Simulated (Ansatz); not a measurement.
Species: CH2NO, charge 0, doublet. CH2NO (SMILES N[C]=O, doublet).
B3LYP-D3(BJ)/def2-TZVP minimum from Ansatz (a first-principles code):
```xyz
5

O     -0.2249     1.1992    -0.0769
C     -0.4363     0.0284    -0.0099
N      0.4179    -0.9973     0.0683
H      0.0715    -1.9373     0.1188
H      1.4203    -0.8452     0.0780
```
Charge 0, spin multiplicity 2.

Quantity: atomisation energy (electronic, to ground-state atoms), in kcal/mol. Radicals and triplets start from unrestricted determinants; spin-orbit coupling is neglected. CBS(X,Y): correlation extrapolated as X^-3, Hartree-Fock from the larger set (Q,5: extrapolated as (X+1)exp(-9√X)). A bracket is a step between two methods taken in the basis named. Functionals run without relativity, which enters their misses. Double hybrids freeze cores in their MP2 part. '+ core + X2C': CCSD(T) terms for core correlation (cc-pwCVTZ) and scalar relativity (cc-pVTZ-DK). Where a partner has so few electrons that a lower coupled-cluster level is exact, that level stands in.

CCSD(T)/CBS(cc-pVQZ,cc-pV5Z) + [CCSDT(Q) - CCSD(T)]/cc-pVDZ + core + X2C (Ansatz) gives 468.1 kcal/mol.

Problem. What does PBE/def2-TZVPD (Ansatz) give here, and how do the other levels compare?

Solution. PBE gives 495.6 kcal/mol, 27.5 kcal/mol above it. Differences of the others: r2SCAN/def2-TZVPD (Ansatz) 4.2; B3LYP/def2-TZVPD (Ansatz) 3.4; PBE0/def2-TZVPD (Ansatz) 4.8; B2PLYP/def2-TZVPD (Ansatz) -1.8; CCSD(T)/CBS(cc-pVQZ,cc-pV5Z) + core + X2C (Ansatz) -1.0 kcal/mol. Nearer than PBE: r2SCAN/def2-TZVPD, B3LYP/def2-TZVPD, PBE0/def2-TZVPD, B2PLYP/def2-TZVPD, CCSD(T)/CBS(cc-pVQZ,cc-pV5Z) + core + X2C.
